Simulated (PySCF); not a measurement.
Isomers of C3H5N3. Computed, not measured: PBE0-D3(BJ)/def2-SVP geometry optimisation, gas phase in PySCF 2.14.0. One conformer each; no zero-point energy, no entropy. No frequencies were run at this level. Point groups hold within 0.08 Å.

Question: Rank from lowest to highest electronic energy at this level (kcal/mol).
A. `n1(nccn1)C`
B. `CN1C=CN=N1`
C. `CN1C=NN=C1`
D. `Cn1cncn1`

Answer: D (0.0), C (9.9), A (11.5), B (17.8).

Neighbours under 2.5 kcal/mol apart (Cn1cnnc1 and Cn1nccn1) can change places with a better method, another conformer or zero-point energy.

```json
{"SMILES": "Cn1cncn1", "E (Eh)": "-281.04774", "E rel (kcal/mol)": "0.0", "dipole (D)": "3.36", "point group": "Cs", "A, B, C (MHz)": "9591, 3812, 2776"}
{"SMILES": "Cn1cnnc1", "E (Eh)": "-281.03192", "E rel (kcal/mol)": "9.9", "dipole (D)": "6.17", "point group": "near Cs", "A, B, C (MHz)": "9599, 3685, 2709"}
{"SMILES": "Cn1nccn1", "E (Eh)": "-281.02949", "E rel (kcal/mol)": "11.5", "dipole (D)": "0.59", "point group": "near Cs", "A, B, C (MHz)": "9378, 3938, 2824"}
{"SMILES": "Cn1ccnn1", "E (Eh)": "-281.01943", "E rel (kcal/mol)": "17.8", "dipole (D)": "4.63", "point group": "near Cs", "A, B, C (MHz)": "9542, 3801, 2767"}
```
